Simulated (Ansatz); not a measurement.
# Os₃N: from a trial structure to a relaxed crystal

These are results of DFT PBE, scalar-relativistic, plane waves, PAW in Ansatz, not measurements. Cutoff 420 eV, Γ-centred k mesh, Gaussian smearing, no spin polarisation in the final step.

This is the end of a relaxation of cell and atoms.

```xyz
8
Lattice="6.7837 0.0000 0.0000 -3.3918 5.8748 0.0000 0.0000 0.0000 2.6866" Properties=species:S:1:pos:R:3 pbc="T T T"
Os    3.3918    3.6380    0.6716
Os   -1.4547    4.7564    2.0149
Os    1.9371    1.1184    0.6716
Os    0.0000    2.2368    2.0149
Os    4.8465    1.1184    0.6716
Os    1.4547    4.7564    2.0149
N     0.0000    3.9165    0.6716
N     3.3918    1.9583    2.0149
```

Energies over the elements count from the elements' standard structures at the same level (N₂ as a molecule), with no empirical corrections.

Question: What space group does it have?

Answer: P6_3/mmc (No. 194). Conventional cell: a = 6.784 Å, c = 2.687 Å. Os has 2 N at 2.15 Å; N is coordinated by 6 Os at 2.15 Å and 2 N at 2.69 Å.

Question: How far does it lie from the elements in energy?

Answer: 0.80 eV/atom.

Question: Is it a metal?

Answer: Yes, bands cross the Fermi level on the 6×6×14 mesh.

The final run used a 6×6×14 mesh on its 8-atom cell and 0.10 eV smearing. For metals, differences of a few meV/atom aren't resolved. Spin–orbit coupling is left out. The cell came from a trial start, so Os₃N may not exist in this structure.

Cost: 4 runs of about 4.7 core-minutes in all, on Arm Neoverse V2 (shared hosts).